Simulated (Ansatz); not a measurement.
# H4SSi: vertical and adiabatic energies of changing the electron count, by script

The task is vertical and adiabatic energies of changing the electron count, for H4SSi.

All numbers are computed with Ansatz 0.2.0 through its Python package. Level of theory: CAM-B3LYP/def2-TZVP.

### Step 1. The system

Bond lengths: Si1–S2 2.110 Å, Si1–H3 1.567 Å, Si1–H4 1.441 Å, Si1–H5 1.514 Å, S2–H6 1.356 Å. Angles: Si1–S2–H6 97.9°, S2–Si1–H3 108.3°, S2–Si1–H4 111.3°, S2–Si1–H5 109.5°, H3–Si1–H4 112.5°, H3–Si1–H5 105.3°, H4–Si1–H5 109.6°.

No structure file is read: the coordinates are typed or built in the script.

### Step 2. The code

The input, adiabatic_h4ssi.py:

```python
"""Vertical and adiabatic ionisation of H4SSi."""

import itertools

import ansatz as az
from ase.data import atomic_numbers, covalent_radii
import numpy as np

geometry_ang = [
    ("Si", (-0.133, -0.335, -0.4267)),
    ("S", (0.8842, 0.0064, 1.3904)),
    ("H", (-1.6561, -0.0469, -0.2006)),
    ("H", (0.1089, -1.667, -0.9198)),
    ("H", (0.3177, 0.6779, -1.4576)),
    ("H", (0.5205, 1.3006, 1.5682)),
]
molecule = az.Crystal.molecule()
for symbol, xyz in geometry_ang:
    molecule = molecule.atom(symbol, xyz)

job = (
    molecule.calculation()
    .basis(gaussian="def2-TZVP")
    .functional("cam_b3lyp")
    .accuracy("medium")
    .scf(lower_state_search="light")
)
symbols = [site.symbol for site in molecule.cartesian_sites]
start = np.array([site.position_ang for site in molecule.cartesian_sites], dtype=float)
report = job.relax(force_tolerance=0.01).run(threads=1, backend="cpu").report
end = np.array(report["positions_ang"])

minimum = az.Crystal.molecule()
for symbol, place in zip(symbols, end):
    minimum = minimum.atom(symbol, place.tolist())
ion = (
    minimum.calculation()
    .basis(gaussian="def2-TZVP")
    .functional("cam_b3lyp")
    .accuracy("medium")
    .scf(lower_state_search="light")
    .charge(1)
    .spin("collinear", total=1)
)
vertical = ion.run(threads=1, backend="cpu").report
settled = ion.relax(force_tolerance=0.01, max_steps=80).run(threads=1, backend="cpu").report
print(f"vertical ionisation energy   {vertical['free_energy_ev'] - report['free_energy_ev']:.3f} eV")
print(f"adiabatic, no zero point     {settled['free_energy_ev'] - report['free_energy_ev']:.3f} eV")
print(f"relaxation energy of the ion {vertical['free_energy_ev'] - settled['free_energy_ev']:.3f} eV")
ionised = np.array(settled["positions_ang"])
# pairs closer than 1.2 times the sum of covalent radii, before or after
radius = [covalent_radii[atomic_numbers[s]] for s in symbols]
span = lambda where, i, j: np.linalg.norm(where[i] - where[j])
bonded = [(i, j) for i, j in itertools.combinations(range(len(symbols)), 2) if min(span(end, i, j), span(ionised, i, j)) < 1.2 * (radius[i] + radius[j])]
print("pair        before    after (A)")
for i, j in bonded:
    print(f"{symbols[i]}{i}-{symbols[j]}{j}".ljust(10), f"{span(end, i, j):8.4f} {span(ionised, i, j):8.4f}")
for first, second in list(itertools.combinations(bonded, 2)):
    shared = set(first) & set(second)
    if shared and symbols[(j := shared.pop())] != "H":
        i, k = sorted((set(first) | set(second)) - {j})
        u, v = ionised[i] - ionised[j], ionised[k] - ionised[j]
        angle = np.degrees(np.arccos(np.clip(u @ v / np.linalg.norm(u) / np.linalg.norm(v), -1, 1)))
        print(f"final angle {symbols[i]}{i}-{symbols[j]}{j}-{symbols[k]}{k}: {angle:.2f} deg")
```

### Step 3. What the engine is handed

The engine receives this input (first run):

```yaml
crystal:
  periodic: [false, false, false]
  atoms:
    - { symbol: Si, position_ang: [-0.133, -0.335, -0.4267] }
    - { symbol: S, position_ang: [0.8842, 0.0064, 1.3904] }
    - { symbol: H, position_ang: [-1.6561, -0.0469, -0.2006] }
    - { symbol: H, position_ang: [0.1089, -1.667, -0.9198] }
    - { symbol: H, position_ang: [0.3177, 0.6779, -1.4576] }
    - { symbol: H, position_ang: [0.5205, 1.3006, 1.5682] }
accuracy: medium
basis:
  gaussian:
    orbitals: def2-TZVP
hamiltonian:
  xc: cam_b3lyp
scf:
  lower_state_search: light
relax:
  f_tol: 0.01
```

### Step 4. Launch

Run with:

```sh
$ python adiabatic_h4ssi.py
```

Q: Predict the main results. Wanted: vertical ionisation energy; adiabatic ionisation energy, no zero point.

The runs gave:

| quantity | value |
| --- | --- |
| vertical ionisation energy | 9.920 eV |
| adiabatic ionisation energy, no zero point | 9.675 eV |
| runs compared | 3 |

The ionisation energy is a difference of two total energies at the neutral geometry; letting the ion relax lowers it by 0.24 eV. The dearest, run 3, took some 9.3 times as long as run 2. Run 1: After 5 moves the largest shift is 0.080 Å, of atom 1 (Si). Run 3: The relaxation took 5 moves; the largest shift is 0.152 Å, of atom 1 (Si). The energies are electronic: no zero-point or thermal terms, and the basis set is short of its limit. The product may relax into another structure. The relaxation finds the nearest minimum, so the adiabatic value is an upper bound.
